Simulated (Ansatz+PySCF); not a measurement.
singlet LiH: levels of theory in one basis

```tsv
atom	x (Å)	y (Å)	z (Å)
Li	0.0000	0.0000	-0.4793
H	0.0000	0.0000	1.4381
```

Basis set: 6-31G (spherical functions). All electrons are correlated. Charge 0, multiplicity 1.

Computed with Ansatz (development build ahead of 0.2.0); each method stands on the lowest determinant of its kind that the runs found.

```json
{"method": "RHF", "E − E(RHF) (eV)": "0.00", "<S²> of the determinant": "0.00"}
{"method": "RHF-CCSD", "E − E(RHF) (eV)": "-0.59", "<S²> of the determinant": "–"}
{"method": "RHF-CCSD(T)", "E − E(RHF) (eV)": "-0.59", "<S²> of the determinant": "–"}
{"method": "full CI (lowest root of this spin)", "E − E(RHF) (eV)": "-0.59", "<S²> of the determinant": "–"}
```

(1) What does RHF-MP2 give on the same scale?

(2) Is a single determinant a sound starting point here?

Answers

(1) -0.37 eV.

(2) By this sign, yes. Unrestricted orbitals gain 0.00 eV and <S²> is 0.00 against 0.00 for a pure state.
